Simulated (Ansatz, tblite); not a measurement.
Cost and result up the ladder for the cluster B₂P⁺ (the lowest singlet isomer of a short search) (3 atoms). Charge 1, multiplicity 1. Geometry: r2SCAN-D4/def2-TZVP.

```xyz
3

B    -0.279   -0.753   -0.473
B    -0.676    0.639   -0.055
P     0.955    0.114    0.529
```

Ansatz on 4 threads of Arm Neoverse V2 on a shared host; xTB runs through tblite on one thread. Times are rough, summed over both states, and most runs start from the orbitals of an earlier one. ωB97M-V/def2-TZVP serves as the yardstick here, not as an exact answer. The other state is a quintet at its own geometry.

The xTB rows come from tblite. B3LYP takes the VWN-RPA correlation. Correlated methods freeze 7 core orbitals. The structure comes from a short search, and lower isomers may exist.

Run but left out: HF/STO-3G (singlet: restricted singlet, unstable in another Hartree–Fock run and untested here); HF/def2-TZVP, HF/def2-TZVPP (singlet: restricted singlet, unstable towards broken spin symmetry).

Correlated methods converge slowly with the basis.

xTB has no spin-polarisation term.

| level | functions | quintet − singlet (eV) | difference from ωB97M-V/def2-TZVP (eV) | remarks |
| --- | --- | --- | --- | --- |
| GFN2-xTB | 17 | 4.50 | 1.87 | – |
| PBE0-D4/def2-TZVP | 99 | 2.16 | -0.47 | – |
| MP2/def2-TZVP | 99 | 2.59 | -0.04 | restricted SCF unstable (singlet) |
| r2SCAN-D4/def2-TZVP | 99 | 2.00 | -0.64 | – |
| r2SCANh-D4/def2-TZVP | 99 | 1.91 | -0.72 | – |
| CAM-B3LYP-D4/def2-TZVP | 99 | 2.28 | -0.35 | – |
| CCSD(T)/def2-TZVPP | 104 | 2.57 | -0.06 | large T1 (0.059) (singlet), restricted SCF unstable (singlet) |
| GFN1-xTB | 17 | 3.56 | 0.93 | – |
| B3LYP-D4/def2-TZVP | 99 | 2.40 | -0.23 | – |
| RPA@PBE/def2-TZVP | 99 | 2.57 | -0.07 | – |
| PBE-D4/def2-TZVP (with forces) | 99 | 2.49 | -0.14 | – |
| ωB97M-V/def2-TZVP | 99 | 2.63 | 0.00 | – |

(1) Estimate how long each takes.

## Answers

(1) GFN1-xTB 0.002 s; GFN2-xTB 0.003 s; MP2/def2-TZVP 0.81 s; PBE-D4/def2-TZVP (with forces) 1.1 s; B3LYP-D4/def2-TZVP 1.4 s; CAM-B3LYP-D4/def2-TZVP 1.5 s; RPA@PBE/def2-TZVP 1.6 s; PBE0-D4/def2-TZVP 1.7 s; r2SCAN-D4/def2-TZVP 2.5 s; r2SCANh-D4/def2-TZVP 2.6 s; CCSD(T)/def2-TZVPP 2.8 s; ωB97M-V/def2-TZVP 3.5 s. On shared hardware such times vary by a factor of up to 3.
